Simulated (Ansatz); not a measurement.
# BF₃ (singlet): the correlation ladder, 6-31G*

How much of the correlation energy of BF₃ (singlet) does each wave-function method recover here?

Method: 6-31G*, core rule «outside noble gas», up to 4 orbitals frozen; program: Ansatz 0.2.0, Gaussian basis.

To be run: UHF; CCSD(T) on RHF; BCCD(T) on RHF; CISD; CCSDT(Q) on RHF.

25 further runs of the same task are left out: 7 for a known fault of the program, 1 that didn't finish, 17 set aside as unsound or not needed.

## 1. The system

The geometry is an MP2(full)/6-31G* stationary point (not a proven minimum).

4 atoms, charge 0, spin multiplicity 1.

Atoms are counted from 1 here; the program's logs count them from 0.

Bond lengths: B1–F2 1.322 Å, B1–F3 1.322 Å, B1–F4 1.322 Å. Angles: F2–B1–F3 120.0°, F2–B1–F4 120.0°, F3–B1–F4 120.0°.

## 2. UHF

The input, in.yaml:

```yaml
crystal:
  periodic: [false, false, false]
  atoms:
    - {symbol: B, position_ang: [0.000000, 0.000000, 0.000000]}
    - {symbol: F, position_ang: [0.000000, 1.321760, 0.000000]}
    - {symbol: F, position_ang: [1.144678, -0.660880, 0.000000]}
    - {symbol: F, position_ang: [-1.144678, -0.660880, 0.000000]}
basis:
  gaussian: {orbitals: "6-31G*"}
magnetization: {spin_polarized: true, initial_magnetization: 0}
hamiltonian: {xc: hf}
output: {orbitals: {seedname: orbitals}}
```

Run with:

```bash
> ansatz run in.yaml --threads 1 --pin off --events-out ev --progress --plain --max-ram 3793MiB --backend cpu
```

After this run come: CCSD(T) on RHF; BCCD(T) on RHF; CISD; CCSDT(Q) on RHF.

Before running them: what should the planned runs give, taken together? Wanted: RCCSDT(Q) below the RHF energy; RMP2 from RCCSDT(Q); RCCSD from RCCSDT(Q); RCCSD(T) from RCCSDT(Q); T1 diagnostic.

The runs gave:

```
                         quantity            value
   RCCSDT(Q) below the RHF energy      -16.3892 eV
              RMP2 from RCCSDT(Q)       +482.1 meV
             RCCSD from RCCSDT(Q)       +354.5 meV
          RCCSD(T) from RCCSDT(Q)        +43.6 meV
levels within 1 kcal/mol (43 meV)  BCCD(T), RCCSDT
                    T1 diagnostic            0.014
```

**Reading.** RCCSD(T) misses by +43.6 meV, 0.3 % of the correlation energy. These misses are within one basis, not against nature.
